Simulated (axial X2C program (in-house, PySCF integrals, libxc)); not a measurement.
## AlN⁻: from Re and ωe to a spectrum

A bond curve at the BLYP level, with spin–orbit coupling, was computed with an in-house all-electron X2C program for linear molecules (integrals from PySCF) (basis Al dyall-av3z [9s9p3d2f], N dyall-av3z [7s7p3d2f] (cores contracted in-house)) for the state Ω = 1/2 (⟨Sz⟩ = 0.50, ⟨Lz⟩ = 0.00 at BLYP). Its fit gives Re = 1.7334 Å, ωe = 857.3 cm⁻¹, ωexe = 5.65 cm⁻¹ and αe = 5.375e-03 cm⁻¹; the masses are 26.9815 and 14.0031 u. Two-component means X2C with spin–orbit coupling and atomic mean-field Coulomb and Gaunt terms.

**Question.** Find the reduced mass, Be and the force constant.

**Answer.** From the BLYP values: μ = 9.2187 u. Be = 16.8576/(μ Re²) = 0.6086 cm⁻¹. k = 5.8918×10⁻⁷ μ ωe² = 3.99 mdyn/Å.

**Question.** Where do the fundamental and the first overtone lie?

**Answer.** ν(1←0) = ωe − 2ωexe = 846.0 cm⁻¹; ν(2←0) = 2ωe − 6ωexe = 1680.7 cm⁻¹.

**Question.** A Morse curve ties αe to the other constants (Pekeris). How well does that hold?

**Answer.** αe(Morse) = 6Be²/ωe × (√(ωexe/Be) − 1) = 5.306e-03 cm⁻¹; the BLYP curve gives 5.375e-03 cm⁻¹, a ratio of 0.99.

**Question.** Estimate the centrifugal constant by the Kratzer relation.

**Answer.** D = 4Be³/ωe² = 1.23e-06 cm⁻¹.

Occupations by symmetry block were frozen at the best pattern of an incomplete PBE0 search. Density functionals use the spin component along the axis (collinear). PBE0 can misorder states that lie within some tenths of an eV, so this need not be the ground state of the molecule. The nearest other 2c determinant of the search, Ω = 3/2, lies 0.10 eV up at the distance of the search. The highest occupied level of some functionals is positive through self-interaction error; at Hartree–Fock it is bound.
